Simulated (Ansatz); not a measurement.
bcc V

These are HSE06 (Ansatz, an electronic-structure program, plane waves, PAW) values and carry that method's errors.

Run with plane-wave cutoff 500 eV, 12×12×12 k mesh, Fermi–Dirac smearing 0.1 eV, no spin polarisation, scalar-relativistic PAW data made under PBE.

Cell: relaxed at this level.

```yaml
equilibrium_volume_per_atom: 13.06 Å³/atom
lattice_parameter_a: 2.967 Å
```

Measured, for comparison: equilibrium volume per atom 13.79 Å³/atom, lattice constant a 3.021 Å (static lattice: zero-point anharmonic expansion removed; as tabulated in Mejia-Rodriguez and Trickey (2018), arXiv:1807.09216). Computed (rounded) less measured: equilibrium volume per atom -5.3 %, lattice constant a -1.8 %.

Note: exact exchange on metals is sensitive to the k mesh and can open a false gap; the run warned that the count of filled bands differs between k points.

Computed values are for the static lattice.

It cost around 8 core-minutes (rough) of CPU time.
